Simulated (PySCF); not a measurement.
**Which functional comes closest?**

Molecule: SMILES FC(F)=C(F)F, C₂F₄.

Bonds (- single, = double, # triple, : aromatic): F1-C2 1.308 Å, C2-F3 1.308 Å, C2=C4 1.329 Å, C4-F5 1.308 Å, C4-F6 1.308 Å.

Geometry PBE0-D3(BJ)/def2-SVP throughout; GIAO in PySCF 2.14.0 with density-fitted response routines, gas phase, one conformer, non-relativistic; equivalent atoms averaged; basis pcSseg-2.

Reference values (CCSD(T)/13s9p4d3f + vibration and temperature (MP2); gas, 300 K; M. E. Harding, PhD thesis, Mainz 2008 (Harding, Lenhart, Auer, Gauss, JCP 2008, 128, 244111)): σ(F1/F3/F5/F6) = 331.6 ppm.

How do the functionals HF, LDA, PBE, BLYP, BP86, OPBE, KT2, KT3, B97-D, B3LYP, PBE0, mPW1PW91, WP04, B97-2, BHandHLYP, CAM-B3LYP, wB97X-D, LC-wPBE perform against the reference? Times are CPU seconds on shared hosts with different chips, so compare them loosely; the GGAs took longer than the global hybrids here, which isn't the general rule, and the cause wasn't traced.

Answers


| functional | kind | F1/F3/F5/F6 | abs. error F | core-s |
| --- | --- | --- | --- | --- |
| HF | Hartree–Fock | 358.5 | 26.9 | 6.7 |
| LDA | LDA | 292.4 | 39.2 | 14 |
| PBE | GGA | 293.8 | 37.8 | 19 |
| BLYP | GGA | 293.2 | 38.4 | 18 |
| BP86 | GGA | 295.3 | 36.3 | 19 |
| OPBE | GGA | 299.5 | 32.1 | 19 |
| KT2 | GGA | 297.6 | 34.0 | 18 |
| KT3 | GGA | 299.2 | 32.4 | 18 |
| B97-D | GGA | 300.6 | 31.0 | 18 |
| B3LYP | global hybrid | 308.8 | 22.8 | 11 |
| PBE0 | global hybrid | 312.9 | 18.7 | 11 |
| mPW1PW91 | global hybrid | 313.1 | 18.5 | 12 |
| WP04 | global hybrid | 306.0 | 25.6 | 14 |
| B97-2 | global hybrid | 313.5 | 18.1 | 13 |
| BHandHLYP | global hybrid | 329.2 | 2.4 | 14 |
| CAM-B3LYP | range-separated hybrid | 316.9 | 14.7 | 17 |
| wB97X-D | range-separated hybrid | 317.7 | 13.9 | 18 |
| LC-wPBE | range-separated hybrid | 322.5 | 9.1 | 23 |

For ¹⁹F the closest is BHandHLYP (2.4 ppm) and the furthest LDA (39.2 ppm). One molecule is a small sample, and the reference may use another geometry.
